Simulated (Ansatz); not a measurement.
We consider solid CO2 (dry ice), described by G0W0@PBEsol (hard PAW, contour deformation; Ansatz, a quantum-chemistry and plane-wave program).

The cell has the measured lattice parameters. Conventional cell: a = 5.5600 Å, b = 5.5600 Å, c = 5.5600 Å, α = 90.00°, β = 90.00°, γ = 90.00°.

The quasiparticle gap at Γ at a fixed k mesh 2×2×2:

| response cutoff | value (eV) |
|---|---|
| 140 eV, 1188 empty bands | 10.778 |
| 175 eV, 1660 empty bands | 10.858 |
| 210 eV, 2182 empty bands | 10.919 |
| 280 eV, 3359 empty bands | 10.992 |

### Question
Taking the value to converge with the response cutoff E as E^(−3/2), extrapolate from the last two rows.

### Answer
With y = y∞ + c/w and weights w = 3043 and 4685 for the last two rows, y∞ = (w2 y2 − w1 y1)/(w2 − w1) = (4685 × 10.992 − 3043 × 10.919)/1642 = 11.127 eV, which lies 0.135 beyond the last row. Successive pairs of rows give 11.059, 11.113, 11.127. The limit also hangs on the law assumed, so its last digits aren't firm.

The other settings are not extrapolated, so this is the limit in one setting alone.
